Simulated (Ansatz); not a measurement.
CdTe (zinc blende): values from a third-order Birch-Murnaghan fit to a volume scan beside measured ones. Computed values: PBEsol (plane waves to 420 eV, PAW, scalar-relativistic; Ansatz, an electronic-structure program). CdTe was relaxed with its symmetry unable to fall. Spin-orbit coupling is left out, though Te is heavy.

```csv
quantity,reference,kind,PBEsol,difference
Lattice constant a (Å),6.48,"measured, room temperature or unstated",6.489,+0.1 %
Bulk modulus B₀ (GPa),43.7,"measured, room temperature or unstated",41.3,-5.4 %
Pressure derivative B₀′,3.8,"measured, room temperature or unstated",4.8,+26.1 %
```

References as given in: M J Lucero, T M Henderson, G E Scuseria, Journal of Physics Condensed Matter (2012), arXiv:1111.4515; Elmahjoubi, A., Shoker, M. B., Pages, O. et al., (2023), arXiv:2303.01780. Values not taken to low temperature hold thermal and zero-point shifts that a static calculation lacks, so small differences there are no errors of the method.

(Under strain, the slope of the energy per volume gives the stress and its curvature an elastic modulus.)
